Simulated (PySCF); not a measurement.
# Atomic charges by several schemes

C₅H₅N.
Atom-mapped SMILES: `[CH3:1][CH:2]=[C:3]=[CH:4][C:5]#[N:6]` (hydrogens: H7, H8, H9 on C1; H10 on C2; H11 on C4)

Geometry (GFN2-xTB, Å), atoms numbered from 1 in this order:
```
atom  x, y, z in Å
C1    -1.8817    0.1508    0.3412
C2    -0.7697   -0.5556   -0.3726
C3     0.4853   -0.4261   -0.0908
C4     1.7532   -0.2697    0.1896
C5     2.5363    0.7226   -0.4350
N6     3.1852    1.5266   -0.9321
H7    -2.5596   -0.5781    0.7840
H8    -2.4490    0.7516   -0.3685
H9    -1.4940    0.7981    1.1234
H10   -1.0683   -1.2213   -1.1736
H11    2.2677   -0.8963    0.9084
```

Density: PBE0/pcSseg-1 (PySCF); schemes: Mulliken, IAO, Hirshfeld and ESP-fitted. Geometry: GFN2-xTB; no solvent, vibrations or thermal averaging.

Q: What partial charge does each atom carry?

A: In e:

| atom | environment | Mulliken | IAO | Hirshfeld | ESP-fitted |
| --- | --- | --- | --- | --- | --- |
| C1 | methyl carbon | -0.225 | -0.416 | -0.102 | -0.236 |
| C2 | outer carbon of cumulated double bonds | -0.234 | -0.158 | -0.031 | -0.035 |
| C3 | central carbon of cumulated double bonds | +0.091 | +0.057 | +0.027 | -0.029 |
| C4 | outer carbon of cumulated double bonds | -0.232 | -0.245 | -0.048 | -0.340 |
| C5 | nitrile carbon | +0.117 | +0.147 | +0.073 | +0.478 |
| N6 | nitrile nitrogen | -0.251 | -0.244 | -0.225 | -0.488 |
| H7 | methyl hydrogen | +0.137 | +0.161 | +0.055 | +0.087 |
| H8 | methyl hydrogen | +0.140 | +0.163 | +0.056 | +0.100 |
| H9 | methyl hydrogen | +0.130 | +0.160 | +0.052 | +0.120 |
| H10 | hydrogen on C2 | +0.153 | +0.180 | +0.068 | +0.132 |
| H11 | hydrogen on C4 | +0.175 | +0.195 | +0.074 | +0.210 |

Mean size of the charges over all atoms: ESP-fitted 0.205 e, IAO 0.193 e, Mulliken 0.171 e, Hirshfeld 0.074 e. Each set sums to the total charge, 0, to within 0.001 e. The IAO scheme counts the electrons in orthogonalised intrinsic atomic orbitals, a minimal basis polarised so that it spans the occupied orbitals exactly. The Hirshfeld scheme divides the density at each point in proportion to the densities of the neutral, spherically averaged free atoms.

Lowest charge. The schemes don't all agree: Mulliken N6 (-0.251); IAO C1 (-0.416); Hirshfeld N6 (-0.225); ESP-fitted N6 (-0.488).

Highest charge. The schemes don't all agree: Mulliken H11 (+0.175); IAO H11 (+0.195); Hirshfeld H11 (+0.074); ESP-fitted C5 (+0.478).

Q: Sum the charges by element, for elements with more than one atom.

A: 
| element | atoms | Mulliken | IAO | Hirshfeld | ESP-fitted |
| --- | --- | --- | --- | --- | --- |
| C | 5 | -0.484 | -0.614 | -0.081 | -0.161 |
| H | 5 | +0.735 | +0.858 | +0.305 | +0.648 |

Q: How many electrons does the IAO scheme count on C5?

A: Z − q = 6 − (+0.147) ≈ 5.852.
